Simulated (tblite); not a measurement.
# CH4O4: the cost of one run

Computed with tblite 0.8.0 and PySCF 2.14.0; each step states its level. No surroundings beyond the atoms listed, unless a continuum is named. Atoms count from 0, parts from 1.

## 1. The system as given

9 atoms, charge 0, multiplicity 1; geometry: rigid parts in contact. Parts: 1 = atoms 0–2, `O=C=O`, charge 0; 2 = atoms 3–5, `O`, charge 0; 3 = atoms 6–8, `O`, charge 0.

## 2. Docking the parts with GFN2-xTB

What the job is given:

```
{"job": {"kind": "dock", "xc": "GFN2-xTB", "basis": "xTB"}, "charge": 0, "multiplicity": 1, "parts": [{"atoms": "0-2", "charge": 0, "multiplicity": 1}, {"atoms": "3-5", "charge": 0, "multiplicity": 1}, {"atoms": "6-8", "charge": 0, "multiplicity": 1}]}
O     -1.120951     0.219943    -0.118343
C      0.014962     0.117913    -0.031002
O      1.151982     0.033518     0.047048
O     -0.789645    -2.304232     1.412095
H     -0.943333    -2.773748     0.586713
H     -1.648814    -2.056254     1.759361
O      1.159271    -2.952276    -0.639883
H      1.088533    -2.654461     0.272018
H      2.093485    -3.078705    -0.814190
```

With the program's defaults for keys left out, this is: GFN2-xTB search for minima from random contacts, gas phase.

Command:

```console
$ OMP_NUM_THREADS=1 python cluster_run.py task.json out
```

This one command runs all jobs of the session in turn.

**Question.** How long does this first job take on 1 thread of Arm Neoverse N1, shared host?

About 16 s.
